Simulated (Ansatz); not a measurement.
Geometry optimisation, RKS B3LYP-D4/cc-pVDZ (Ansatz 0.2.0).

Input:

```yaml
crystal:
  periodic: [false, false, false]
  atoms:
    - { symbol: C, position_ang: [-1.41025, 0.49848, -0.06157] }
    - { symbol: "N", position_ang: [-0.665, -0.5016, 0.1235] }
    - { symbol: C, position_ang: [0.64593, -0.51856, 0.0828] }
    - { symbol: C, position_ang: [1.8513, -0.53319, 0.05609] }
    - { symbol: F, position_ang: [3.11718, -0.79216, 0.07566] }
    - { symbol: H, position_ang: [-2.47595, 0.33993, 0.01082] }
    - { symbol: H, position_ang: [-1.06322, 1.5071, -0.2873] }
basis:
  gaussian: { orbitals: cc-pVDZ }
hamiltonian:
  xc: b3lyp
  dispersion: d4
relax:
  f_tol: 0.02
  max_steps: 50
output:
  orbitals: {}
```

Command:

```bash
$ ansatz run input.yaml --threads 1 --pin off --max-ram 2048MiB --backend cpu --events-out ev --progress --plain --runs-dir out
```

Task: Where does it end, and by what steps?

Result: The forces met the threshold. After 8 steps the energy has fallen by 0.084 eV; F5 moved furthest, 0.12 Å.

| step | energy less start (eV) | largest force component (eV/Å) | accepted |
| --- | --- | --- | --- |
| 0 | 0.0000 | 1.225 | yes |
| 1 | -0.0432 | 0.544 | yes |
| 2 | -0.0583 | 0.301 | yes |
| 3 | -0.0648 | 0.232 | yes |
| 4 | -0.0648 | 0.290 | no |
| 5 | -0.0710 | 0.194 | yes |
| 6 | -0.0824 | 0.127 | yes |
| 7 | -0.0835 | 0.036 | yes |
| 8 | -0.0835 | 0.015 | yes |

```xyz
7
Properties=species:S:1:pos:R:3
C -1.410 0.489 -0.060
N -0.712 -0.566 0.141
C 0.634 -0.508 0.088
C 1.839 -0.620 0.074
F 3.127 -0.674 0.046
H -2.501 0.400 -0.007
H -0.977 1.479 -0.282
```

Time of the run: 27 s on 1 thread of Arm Neoverse V1, with other jobs on the host, peak memory 0.14 GiB.
